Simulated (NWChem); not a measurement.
# BF3; SMILES B(F)(F)F

```xyz
4

B      0.0000     0.0000    -0.0023
F     -0.3492    -1.2763     0.0004
F     -0.9307     0.9406     0.0004
F      1.2799     0.3357     0.0004
```
Atoms are numbered in this order, from 1.

Program: NWChem. Geometry: optimised at PBE-D3(BJ)/def2-SVP. Ions are spin-unrestricted doublets at the neutral geometry; other ion states weren't tried.

```csv
level,"vertical ionisation energy, ΔSCF (eV)",−ε(HOMO) (eV),ΔSCF minus −ε(HOMO) (eV)
B3LYP/def2-SVP,(withheld),(withheld),(withheld)
PBE/def2-SVP,14.26,9.66,4.60
Hartree-Fock/def2-SVP,16.62,18.01,-1.39
CAM-B3LYP/def2-SVP,15.43,13.49,1.94
LRC-wPBEh/def2-SVP,15.29,13.87,1.42
```

Task: Some entries are withheld; supply them.

Result: 
- B3LYP/def2-SVP, vertical ionisation energy, ΔSCF (eV): 15.07
- B3LYP/def2-SVP, −ε(HOMO) (eV): 11.59
- B3LYP/def2-SVP, ΔSCF minus −ε(HOMO) (eV): 3.48
